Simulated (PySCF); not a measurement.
# Computed properties of Si(H)3(Me) (CH6Si), SMILES C[SiH3]

Si(H)3(Me) (CH6Si), SMILES C[SiH3]. Coordinates come from a PBE0-D3(BJ)/def2-TZVP optimisation. The isomer is the one that the SMILES or the coordinates give; other isomers of the formula were not compared. The values are those of a single conformer. All values are computed for the isolated molecule unless a solvent is named; none is compared with measurement here.

**Structure.** The optimised structure has C3v symmetry. All 18 harmonic modes at PBE0-D3(BJ)/def2-TZVP (PySCF) are real, so it is a minimum.

**Vibrations.** The strongest infrared lines (harmonic, unscaled, degenerate partners summed) lie at 2219 cm⁻¹ (319 km/mol, H 99 %), 935 cm⁻¹ (206 km/mol, H 90 %, Si 10 %), 880 cm⁻¹ (126 km/mol, H 74 %, C 18 %). The softest mode is at 199 cm⁻¹ and the zero-point energy is 38.2 kcal/mol.

**Electronic structure.** HF/def2-TZVPD (PySCF) places the frontier levels at -12.42 and 2.01 eV, a gap of 14.43 eV, and gives a dipole moment of 0.75 D and a mean polarisability of 40.4 bohr³.

**Excitations.** TDA-ωB97X/def2-SVPD (PySCF) has S1 at 8.95 eV (139 nm, f = 0.047, weak); the most intense of the 10 singlets computed lies at 9.56 eV (f = 0.33). Strengths of degenerate partners are summed. T1 (TDA) is at 8.46 eV, 0.49 eV under S1. No vertical singlet excitation falls in the visible range (under 3.1 eV).

**NMR.** GIAO shifts at HF/pcSseg-2 (PySCF) (non-relativistic, atoms alike by connectivity averaged): ¹³C at -7.9 ppm against TMS; ¹H from 0.2 to 3.9 ppm against TMS; ²⁹Si at -61.3 ppm against TMS.
